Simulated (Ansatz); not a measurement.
Stepwise reaction of `[AlH3]` with hydrogen fluoride, as a gas-phase model of exchange steps in deposition or etching. ΔE in kJ/mol.

Gas-phase electronic energies from Ansatz, PBE0-D4/def2-TZVP geometries. CCSD(T)/CBS adds triple-zeta CCSD(T) − MP2 to the extrapolated MP2 energy (def2 sets, frozen cores). This one scheme is used for every species. Functionals use def2-TZVPP. B3LYP here is the variant with VWN-RPA as its local correlation; programs differ in this.

```csv
step,reaction,PBE-D4,B3LYP-D4,ωB97M-V,CCSD(T)/CBS
1,`[AlH3]` + H–F → `[F][AlH2]` + H₂,-168.4,-175.4,-173.5,-173.0
2,`[F][AlH2]` + H–F → `[F][AlH][F]` + H₂,-164.4,-171.3,-169.4,-169.8
3,`[F][AlH][F]` + H–F → `[F][Al]([F])[F]` + H₂,-140.8,-148.8,-146.3,-149.7
```

Problem. By hand: ΔE of the 3 steps together at CCSD(T)/CBS.

Solution. (-173.0) + (-169.8) + (-149.7) = -492.5 kJ/mol, or -164.2 kJ/mol a step.

In ΔE each step is higher than the one before. All are downhill at CCSD(T)/CBS. PBE-D4 differs from CCSD(T)/CBS by 4.6 to 8.9 kJ/mol a step. Isolated molecules leave out the surface, adducts and barriers. Largest T1 diagnostic: 0.013.
